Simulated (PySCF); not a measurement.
**Vibration and rotation of BP**

ROHF-CCSD(T) constants of BP, ³Π (triplet), unpaired electrons σ ↑, π ↑ (B x2c-SVPall, P x2c-SVPall; spin-free X2C with a Gaussian nucleus (PySCF 2.14); masses 11.0093 and 30.9738 u):

- ωe: 958.3 cm⁻¹
- ωexe: 6.26 cm⁻¹
- Be: 0.66946 cm⁻¹
- αe: 0.00563 cm⁻¹
- D (centrifugal): 1.31e-06 cm⁻¹
- De to B + P: 2.91 eV

Q: Give the vibrational terms G(v) and spacings up to v = 6.

A: G(v) = ωe(v+½) − ωexe(v+½)².

```json
{"v": "0", "G(v) (cm⁻¹)": "477.6", "G(v) − G(v−1)": "", "Bv (cm⁻¹)": "0.6666"}
{"v": "1", "G(v) (cm⁻¹)": "1423.4", "G(v) − G(v−1)": "945.8", "Bv (cm⁻¹)": "0.6610"}
{"v": "2", "G(v) (cm⁻¹)": "2356.6", "G(v) − G(v−1)": "933.3", "Bv (cm⁻¹)": "0.6554"}
{"v": "3", "G(v) (cm⁻¹)": "3277.4", "G(v) − G(v−1)": "920.7", "Bv (cm⁻¹)": "0.6498"}
{"v": "4", "G(v) (cm⁻¹)": "4185.6", "G(v) − G(v−1)": "908.2", "Bv (cm⁻¹)": "0.6441"}
{"v": "5", "G(v) (cm⁻¹)": "5081.3", "G(v) − G(v−1)": "895.7", "Bv (cm⁻¹)": "0.6385"}
{"v": "6", "G(v) (cm⁻¹)": "5964.5", "G(v) − G(v−1)": "883.2", "Bv (cm⁻¹)": "0.6329"}
```

Q: How well does the Morse estimate ωe²/(4ωexe) reproduce De, and what is D0?

A: It gives 4.55 eV, 156 % of the computed De. D0 = De − G(0) = 2.91 − 0.06 = 2.85 eV.

Correlated steps freeze 6 core orbitals. Correlated levels converge slowly with the basis: in double zeta they bind strong bonds too weakly, by up to about 1 eV, and carry superposition errors of some tenths. The state is the lowest determinant that a PBE0 search found; another state may lie lower at other levels.
